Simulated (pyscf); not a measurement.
H₃C–F + ZnH₂ -> CH₄ + F–ZnH, a four-centre exchange (singlet surface; C–F, H–Zn broken, C–H, F–Zn formed). Single points on ωB97X-D3(BJ)/def2-SVP structures (PySCF, gas phase). MP2 and CC: frozen core, UHF for open shells. ΔMP2 is the change of the MP2 total energy from the triple- to the quadruple-zeta basis. Energies in kcal/mol from the separated reactants.

Small-basis levels: PySCF, no dispersion term, spherical d functions. AM1 to PM7: differences of heats of formation from MOPAC, which are fitted to 298 K values and so differ in kind from electronic energies by zero-point and thermal terms. Cost: rough CPU time at the saddle relative to B3LYP/6-31G*+LANL2DZ, from one job on a shared machine.

```json
[
 {"level": "HF/6-31G*+LANL2DZ", "barrier": "61.1", "reaction energy": "-45.7", "cost": "0.09"},
 {"level": "SVWN5/6-31G*+LANL2DZ", "barrier": "26.9", "reaction energy": "-45.7", "cost": "0.9"},
 {"level": "BP86/6-31G*+LANL2DZ", "barrier": "33.8", "reaction energy": "-47.0", "cost": "1"},
 {"level": "PBE/6-31G*+LANL2DZ", "barrier": "32.6", "reaction energy": "-47.4", "cost": "1"},
 {"level": "B3LYP/6-31G*+LANL2DZ", "barrier": "40.1", "reaction energy": "-47.0", "cost": "1"},
 {"level": "M06-2X/6-31G*+LANL2DZ", "barrier": "43.1", "reaction energy": "-45.6", "cost": "2"},
 {"level": "B3LYP/6-311+G**+LANL2DZ", "barrier": "39.2", "reaction energy": "-49.4", "cost": "2"},
 {"level": "B3LYP/def2-SVP", "barrier": "45.1", "reaction energy": "-41.4", "cost": "1"},
 {"level": "AM1", "barrier": "94.5", "reaction energy": "+3.5", "cost": "under 0.02"},
 {"level": "CCSD(T)/def2-TZVPP + ΔMP2(QZVPP)", "barrier": "48.2", "reaction energy": "-46.4", "cost": "–"}
]
```

Against the last row the barrier runs from -21.2 (SVWN5/6-31G*+LANL2DZ) to +46.3 kcal/mol (AM1). CCSD(T)/def2-TZVPP + ΔMP2(QZVPP) has limits of its own. On the reactant side the descent ends in a complex, 4.5 kcal/mol under the separated species and 54.1 kcal/mol under the saddle at ωB97X-D3(BJ)/def2-TZVP. One saddle was located; it need not be the lowest between these sides. The CCSD(T) − MP2 part came from Ansatz, without density fitting, on the same reference. The frozen core leaves the outer d or s,p core shells of the metals and heavy elements correlated in the MP2 and CC values, and def2-TZVPP describes them poorly, which can shift differences by a few kcal/mol. In the def2 sets elements up to Kr have no core potential.
